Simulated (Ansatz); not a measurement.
# H2O2 (hydrogen peroxide): methods side by side

The species is H2O2 (4 atoms), meant as a singlet with charge 0. SMILES: `OO`. The shape was relaxed beforehand at PBE0/def2-SVP.

```xyz
4

O    -0.4773   -0.5794    0.0187
O     0.0606    0.7193    0.2069
H     0.1776   -1.1201    0.4813
H     0.2391    0.9803   -0.7070
```

Quantity: the dissociation energy of the H4–O2 bond into doublet H and doublet HO2 (shapes relaxed at PBE0/def2-SVP, no zero-point term), in eV. The values are calculated.

| level | kind | program | value (eV) |
| --- | --- | --- | --- |
| HF/def2-TZVPP | Hartree–Fock | Ansatz | 2.75 |
| SVWN5/def2-TZVPP | LDA | Ansatz | 4.29 |
| PBE/def2-TZVPP | GGA | Ansatz | 3.75 |
| r2SCAN/def2-TZVPP | meta-GGA | Ansatz | 3.78 |
| PBE0-D4/def2-TZVPP | global hybrid | Ansatz | 3.77 |
| wB97M-V/def2-TZVPP | range-separated hybrid | Ansatz | 3.96 |
| B2PLYP/def2-TZVPP | double hybrid | Ansatz | 3.91 |
| MP2/def2-TZVPP | perturbation theory | Ansatz | 4.18 |

The values span 2.75 to 4.29 eV. Hartree–Fock misses the correlation of the electron pair that is broken and comes out low. Measured bond enthalpies also hold zero-point and thermal terms, a few tenths of an eV less.
